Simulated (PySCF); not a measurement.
C4H11N2 (charge +1).
SMILES with atom numbers: `[NH2:1][CH2:2][CH:3]1[CH2:4][NH2+:5][CH2:6]1` (hydrogens: H7, H8 on N1; H9, H10 on C2; H11 on C3; H12, H13 on C4; H14, H15 on N5; H16, H17 on C6)

The geometry is computed with GFN2-xTB (gas phase).

Question: List the bond lengths, angles and torsions at this level.

Answer: 
```tsv
bond	length (pm)
N1–C2	147.9
C2–C3	153.4
C3–C4, C3–C6	153.8
C4–N5, N5–C6	148.4
N1–H7, N1–H8	101.4
C2–H9, C2–H10	109.2
C3–H11	108.6
C4–H12, C6–H17	108.9
C4–H13, C6–H16	108.8
N5–H14	111.4
N5–H15	101.9
```

Bonds in one row agree within 1 pm and their mean is given. A selection of angles:
```tsv
angle	degrees
C2–N1–H7	111.5
H7–N1–H8	107.1
N1–C2–C3	109.8
N1–C2–H9	110.8
C3–C2–H9	108.9
H9–C2–H10	107.6
C2–C3–C4	111.0
C2–C3–H11	111.2
C4–C3–C6	85.4
C4–C3–H11	118.0
C3–C4–N5	86.8
C3–C4–H12	113.2
C3–C4–H13	118.1
N5–C4–H12	112.3
N5–C4–H13	114.6
H12–C4–H13	110.1
C4–N5–C6	89.2
C4–N5–H14	100.6
C4–N5–H15	121.1
H14–N5–H15	118.6
```

Dihedral angles: N1–C2–C3–C4 -46° (synclinal); C2–C3–C4–N5 85° (synclinal); C3–C4–N5–C6 26° (synperiplanar); C4–N5–C6–C3 -26° (synperiplanar); C2–C3–C6–N5 -85° (synclinal).

N5 (ammonium nitrogen) has angles from 89.2° to 121.1°. N1 (primary amine nitrogen) is pyramidal (angles 111.5°, 111.5° and 107.1°, sum 330.1°, 0.37 Å off the plane of its three neighbours). The 4-membered ring C3–C4–N5–C6 has internal angles of 85.4° to 89.2°; it is puckered, 0.17 Å rms from its mean plane, widest ring torsion 26°. Of the pairs four or more bonds apart, those above aside, C2···H14 is among the closest relative to their van der Waals radii: 2.33 Å, 80 % of the sum of Bondi's values. All 3 C–C bonds measure 1.534 to 1.538 Å. H14 on N5 lies 1.55 Å from N1, 5 bonds away (angle at H 142°; Bondi radii sum to 2.75 Å): the geometry of an intramolecular hydrogen bond.

Point group: Cs (tolerance 0.08 Å). GFN2-xTB frequencies: not computed here. Torsions: H–N1–C2–C3 120° and -120°, N1–C2–C3–C4 -46°, C2–C3–C4–N5 85°, C3–C4–N5–C6 26°, C4–N5–C6–C3 -26°, C2–C3–C6–N5 -85°.

One conformer stands for the species.
